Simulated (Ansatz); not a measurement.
Two isomers of C4H5Cl: A = `C#CCCCl`, B = `CC1=C(Cl)C1`.

Gas-phase electronic energies from Ansatz, PBE0-D4/def2-TZVP geometries. CCSD(T)/CBS is the MP2 limit (def2-TZVPP, def2-QZVPP) plus CCSD(T) − MP2 in def2-TZVPP, frozen cores. DFT in def2-TZVPP. B3LYP here is the variant with VWN-RPA as its local correlation; programs differ in this. One conformer a species, not always the lowest.

A:

```xyz
10

C     1.596    1.128   -1.283
C     0.827    0.320   -0.839
C    -0.115   -0.627   -0.269
C    -0.784   -0.046    0.966
Cl   -1.937   -1.209    1.663
H     2.281    1.835   -1.687
H    -0.877   -0.889   -1.008
H     0.401   -1.554   -0.003
H    -0.051    0.186    1.737
H    -1.341    0.857    0.723
```

B:

Z-matrix (Å, degrees):
```
C
C 1 1.465
H 1 1.091 2 111.2
H 1 1.094 2 110.6 3 -120.8
H 1 1.094 2 110.5 3 120.8
C 2 1.286 1 153.7 3 0.1
C 2 1.522 1 143.4 3 -179.8
Cl 6 1.683 2 149.1 1 0.0
H 7 1.092 2 119.4 1 -73.9
H 7 1.092 2 119.3 1 73.9
```

(1) Which is lower in electronic energy at CCSD(T)/CBS, and by how much? (Estimate.)

(2) Give E(B) − E(A) in kcal/mol with CCSD/def2-TZVPP, MP2/def2-TZVPP, B2PLYP, B3LYP, r2SCAN-D4, PBE0-D4, CCSD(T)/def2-TZVPP. (Estimate.)

Largest T1 diagnostic: 0.010.

Answers

(1) Computed: A, by 17.9 kcal/mol.

(2) The calculation gave: CCSD/def2-TZVPP 18.1, MP2/def2-TZVPP 16.4, B2PLYP 16.8, B3LYP 15.3, r2SCAN-D4 11.7, PBE0-D4 9.9, CCSD(T)/def2-TZVPP 17.4. None reverses the order clearly.

From PBE to PBE0 (25 % exact exchange), in def2-TZVPP and without D4, E(B) − E(A) moves by +1.0 kcal/mol. In def2-TZVPP, CCSD(T) changes the Hartree–Fock value by −5.1 kcal/mol (the triples alone add −0.8 kcal/mol) and MP2 by −6.1 kcal/mol.
